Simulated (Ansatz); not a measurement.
# N₂ (singlet): the correlation ladder at distance N1–N2 = 1.201 Å, 6-31G

How much of the correlation energy of N₂ (singlet) does each wave-function method recover here?

The runs use Ansatz 0.2.0, Gaussian basis; 6-31G, core rule «outside noble gas», up to 2 orbitals frozen.

Plan: UHF; CCSD(T) on RHF; CCSD(T) on UHF; BCCD(T) on RHF; CISD; CCSDT(Q) on RHF; CCSDT(Q) on UHF; CISDTQ; CCSDTQ on RHF; CCSDTQ on UHF; CASSCF and MRCISD+Q, 2 electrons in 2 orbitals; CASSCF and NEVPT2, 2 electrons in 2 orbitals; CASSCF and MRCISD+Q, 10 electrons in 8 orbitals; CASSCF and NEVPT2, 10 electrons in 8 orbitals; Full CI.

23 further runs of the same task are left out: 15 that didn't finish, 8 set aside as unsound or not needed.

### 1 The system

The geometry derives from a PBE0/def2-TZVP stationary point (not a proven minimum). One bond is set to the value named and the two fragments are kept rigid.

2 atoms, charge 0, spin multiplicity 1.

Atoms are counted from 1 here; the program's logs count them from 0.

Bond lengths: N1–N2 1.201 Å.

### 2 UHF

Contents of in.yaml:

```yaml
crystal:
  periodic: [false, false, false]
  atoms:
    - {symbol: N, position_ang: [0.000000, 0.000000, 0.000000]}
    - {symbol: N, position_ang: [0.000000, 0.000000, 1.201000]}
basis:
  gaussian: {orbitals: 6-31G}
magnetization: {spin_polarized: true, initial_magnetization: 0}
hamiltonian: {xc: hf}
output: {orbitals: {seedname: orbitals}}
```

Run with:

```console
ansatz run in.yaml --threads 1 --pin off --events-out ev --progress --plain --max-ram 2393MiB
```

After this run come: CCSD(T) on RHF; CCSD(T) on UHF; BCCD(T) on RHF; CISD; CCSDT(Q) on RHF; CCSDT(Q) on UHF; CISDTQ; CCSDTQ on RHF; CCSDTQ on UHF; CASSCF and MRCISD+Q, 2 electrons in 2 orbitals; CASSCF and NEVPT2, 2 electrons in 2 orbitals; CASSCF and MRCISD+Q, 10 electrons in 8 orbitals; CASSCF and NEVPT2, 10 electrons in 8 orbitals; Full CI.

Before running them: what should the planned runs give, taken together? Wanted: FCI below the RHF energy; RMP2 from FCI; UMP2 from FCI; RCCSD from FCI; RCCSD(T) from FCI; UCCSD(T) from FCI; RCCSDT(Q) from FCI; UCCSDT(Q) from FCI; NEVPT2 pair from FCI.

As calculated:

| quantity | value |
| --- | --- |
| FCI below the RHF energy | -7.1467 eV |
| RMP2 from FCI | -25.6 kJ/mol |
| UMP2 from FCI | +153.4 kJ/mol |
| RCCSD from FCI | +33.8 kJ/mol |
| RCCSD(T) from FCI | +6.7 kJ/mol |
| UCCSD(T) from FCI | +11.2 kJ/mol |
| RCCSDT(Q) from FCI | -0.5 kJ/mol |
| UCCSDT(Q) from FCI | +1.5 kJ/mol |
| NEVPT2 pair from FCI | +16.2 kJ/mol |
| MRCISD+Q pair from FCI | +23.7 kJ/mol |
| NEVPT2 valence from FCI | +47.3 kJ/mol |
| levels within 1 kcal/mol (43 meV) | RCCSDT(Q), UCCSDT(Q), RCCSDTQ, UCCSDTQ, MRCISD+Q valence |
| T1 diagnostic | 0.015 |
| effectively unpaired electrons | 0.15 |

**Reading.** RCCSD(T) misses by +6.7 kJ/mol, 1.0 % of the correlation energy. CCSD(T) misses by +6.7 kJ/mol on the restricted determinant and by +11.2 kJ/mol on the unrestricted one; the two need not hold the same state or core. RMP2, RCCSDT(Q) fall below full CI, which methods that aren't variational can do. One determinant dominates. Of the multireference levels listed MRCISD+Q valence comes nearest in total energy (+1.0 kJ/mol), which doesn't show that its space is the better one. These misses are within one basis, not against nature.
